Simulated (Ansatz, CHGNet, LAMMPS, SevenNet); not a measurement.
# How well does each level of theory give the cohesive energy of hcp Be?

Reference value: 3.32 eV/atom (measured, 0 K, copied from a table, unchecked, 0 K, 1 atm; zero-point vibration energy not added; as tabulated in Kittel's textbook).

```tsv
level (code)	value (eV/atom)	cell (Å³/atom)	difference (eV/atom)
Lennard-Jones uff-vdw (LAMMPS)	0.03	13.41	-3.29
CHGNet 0.3.0	3.45	8.09	+0.13
CHGNet-r²SCAN	3.56	7.93	+0.24
SevenNet-0	3.75	7.94	+0.43
LDA (Ansatz)	4.23	7.55	+0.91
PBE (Ansatz)	3.73	7.91	+0.41
PBEsol (Ansatz)	3.98	7.84	+0.66
r²SCAN (Ansatz)	3.80	7.91	+0.48
HSE06 (Ansatz)	3.70	7.87	+0.38
PBE0 (Ansatz)	3.70	7.86	+0.38
Hartree–Fock (Ansatz)	2.24	8.39	-1.08
```

Leaving aside Lennard-Jones uff-vdw (doubt noted below), CHGNet 0.3.0 (doubt noted below), CHGNet-r²SCAN (doubt noted below), SevenNet-0 (doubt noted below): Once the reference is moved by up to 0.20 eV/atom (a margin picked here for doubts on the reference and the settings, and for temperature and zero-point motion) and values within 0.03 eV/atom count as equal, the nearest can be HSE06 (+0.38 eV/atom), PBE0 (+0.38 eV/atom) or PBE (+0.41 eV/atom). By the same margin the farthest can be Hartree–Fock (-1.08 eV/atom) or LDA (+0.91 eV/atom).

Free atoms are spin-polarised, in the lowest state found; at levels without +SOC their spin–orbit coupling is left out. The measured value isn't corrected to a static lattice, so vibrations enter the comparison.  Lennard-Jones uff-vdw: this is a force field's van der Waals term alone, without bonds or charges. CHGNet 0.3.0, CHGNet-r²SCAN, SevenNet-0: free atoms can lie outside what these potentials were trained on. Each level is taken at its own relaxed cell. Cutoffs and k meshes differ between the levels. Ansatz's density-functional and Hartree–Fock values are scalar-relativistic unless marked +SOC, with PAW data made under PBE.

Machine-learned potentials (CHGNet 0.3.0, CHGNet-r²SCAN, SevenNet-0) are trained on DFT data: a solid inside that data is no test of them.

Differences are worked out from the printed values.

Ansatz is a quantum-chemistry and plane-wave program.
